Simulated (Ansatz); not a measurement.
**[OH···H···SiH], doublet: the ladder up to UCCSDT(Q)**

Geometry: a point of a hydrogen-transfer path between rigid fragments, not a stationary point.

```xyz
5

O    -1.7334    0.0118    0.0000
H    -1.9827    0.9384    0.0000
H    -0.6184    0.0118    0.0000
Si    1.0296    0.0118    0.0000
H     1.4261   -1.4677    0.0000
```

Basis cc-pVDZ; Ansatz 0.2.0. Only valence electrons are correlated (noble-gas cores frozen), which leaves 13 electrons in 41 orbitals. R marks a restricted (for open shells ROHF) determinant, U an unrestricted one. Active spaces: pair = (3e, 3o) about the gap.

Full CI isn't at hand for all of this; UCCSDT(Q) serves as the reference, and is uncertain by about the last step of the cluster series. The frozen core follows each run's orbitals, which can shift R against U totals by a few meV.

For open shells CISD is restricted-active-space CI with the open shells as a complete middle space.

The UHF ⟨S²⟩ is 0.944 and the ⟨S²⟩ of the determinant under UCCSD is 0.789. The T1 diagnostic (RCCSD) is 0.0228, the largest doubles amplitude (RCCSD) is 0.076 and the T1 diagnostic (UCCSD) is 0.0204.

| level | E − E(RHF) (eV) |
| --- | --- |
| RMP2 | -7.9639 |
| UMP2 | -7.8860 |
| RCCSD | -8.7638 |
| UCCSD | -8.7720 |
| RCCSD(T) | -8.9687 |
| UCCSD(T) | -8.9676 |

**Question.** Estimate how far UCCSDT(Q) in cc-pVDZ lies from RCCSD(T). The table doesn't fix it; the size of (T) and the diagnostics are the guide.

**Answer.** UCCSDT(Q) in cc-pVDZ lies 4.7 kJ/mol below RCCSD(T), which is 24 % of the (T) step (-19.8 kJ/mol). The diagnostics are small and the rest is a small part of (T), but (T) is large here. The miss exceeds 1 kcal/mol.

The other levels:

```
    level  E − E(UCCSDT(Q)) (kJ/mol)  share of correlation (%)  wall time
     CISD                      101.3                     88.36        7 s
  BCCD(T)                        4.7                     99.46       12 s
   RCCSDT                        2.3                     99.74          –
   UCCSDT                        2.2                     99.75          –
RCCSDT(Q)                        0.2                     99.98       98 s
```

The correlation energy at UCCSDT(Q), counted from RHF, is -9.018 eV. That run took 2.2 min on 1 thread of Arm Neoverse N1, shared host.

Run but not shown, since their state or frozen core can't be matched to the reference's or they repeat it: UHF, CASSCF (pair space), NEVPT2 (pair space), MRCISD (pair space), MRCISD+Q (pair space).

Times hold each run's SCF and search for its determinant on a shared host, so for small cases they say little of a method's own cost; they ran on 1 thread of Arm Neoverse N1.
